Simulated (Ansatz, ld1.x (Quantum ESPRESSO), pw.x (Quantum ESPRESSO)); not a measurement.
pw.x on bcc Mg: one setting changed

Potential: norm-conserving Troullier–Martins (Kleinman–Bylander form), ld1.x (Quantum ESPRESSO) 7.5, PBEsol; core [Ne], reference 3s2 3p0; waves: 3s (bound): rc 2.80 bohr; 3p (bound, empty): rc 2.35 bohr; 3d channel at -0.05 Ry: rc 2.85 bohr; local part: the d channel; core correction: Bessel-smoothed model core inside 1.45 bohr.

The reference run (k-mesh 13³, cutoffs 50/200 Ry, Fermi–Dirac 0.01 Ry, mixing_beta 0.4, conv_thr 1e-9, no spin) gives -0.26 GPa at 22.446 Å³/atom, where all-electron LAPW gives 0.16 GPa. This run, with its own iteration cap, changes degauss to 1e-05, a wrong or extreme entry chosen on purpose.

```
&control
  calculation='scf', prefix='x', pseudo_dir='./', outdir='./tmp', tstress=.true., disk_io='none'
/
&system
  ibrav=0, nat=1, ntyp=1, ecutwfc=50, ecutrho=200, nbnd=8,
  occupations='smearing', smearing='fd', degauss=1e-05
/
&electrons
  conv_thr=1e-09, mixing_beta=0.4, electron_maxstep=70
/
ATOMIC_SPECIES
Mg 1.0 Mg.UPF
CELL_PARAMETERS angstrom
  -1.77702276 1.77702276 1.77702276
  1.77702276 -1.77702276 1.77702276
  1.77702276 1.77702276 -1.77702276
ATOMIC_POSITIONS crystal
Mg 0.0000 0.0000 0.0000
K_POINTS automatic
13 13 13 0 0 0
```

```bash
pw.x < Mg.scf.in > Mg.scf.out
```

How does the run end?

It converges in 6 iterations; the free energy moves by +17.1 meV/atom and the pressure by +0.09 GPa. With next to no smearing the run approaches the zero-width result on this mesh, which converges more slowly with k-points.

```
Message from routine setup:
     using ibrav=0 with symmetry is DISCOURAGED, use correct ibrav instead
     lattice parameter (alat)  =       5.8164  a.u.
     unit-cell volume          =     151.4731 (a.u.)^3
     number of electrons       =         2.00
     number of Kohn-Sham states=            8
     kinetic-energy cutoff     =      50.0000  Ry
     charge density cutoff     =     200.0000  Ry
     scf convergence threshold =      1.0E-09
     Exchange-correlation= PBESOL
     number of k points=    84  Fermi-Dirac smearing, width (Ry)=  0.0000
     iteration #  1     ecut=    50.00 Ry     beta= 0.40
     total energy              =      -6.55921378 Ry
     estimated scf accuracy    <       0.00426332 Ry
     iteration #  2     ecut=    50.00 Ry     beta= 0.40
     total energy              =      -6.55861593 Ry
     estimated scf accuracy    <       0.00141946 Ry
     iteration #  3     ecut=    50.00 Ry     beta= 0.40
     total energy              =      -6.55865874 Ry
     estimated scf accuracy    <       0.00000092 Ry
     iteration #  4     ecut=    50.00 Ry     beta= 0.40
     total energy              =      -6.55865963 Ry
     estimated scf accuracy    <       0.00000007 Ry
     iteration #  5     ecut=    50.00 Ry     beta= 0.40
     total energy              =      -6.55865963 Ry
     estimated scf accuracy    <          1.4E-09 Ry
     iteration #  6     ecut=    50.00 Ry     beta= 0.40
     the Fermi energy is     3.6992 ev
!    total energy              =      -6.55865963 Ry
     estimated scf accuracy    <          1.1E-10 Ry
     smearing contrib. (-TS)   =      -0.00000022 Ry
     The total energy is F=E-TS. E is the sum of the following terms:
     one-electron contribution =       1.33180074 Ry
     hartree contribution      =       0.00364277 Ry
     xc contribution           =      -5.72665806 Ry
     ewald contribution        =      -2.16744486 Ry
     convergence has been achieved in   6 iterations
          total   stress  (Ry/bohr**3)                   (kbar)     P=       -1.64
     Message from routine punch:
     Nothing written, as per user request (disk_io='none')
```

The run took about 5.6 s on one core of a shared host (Neoverse-V2, 96 threads, 371 GiB, load 35).
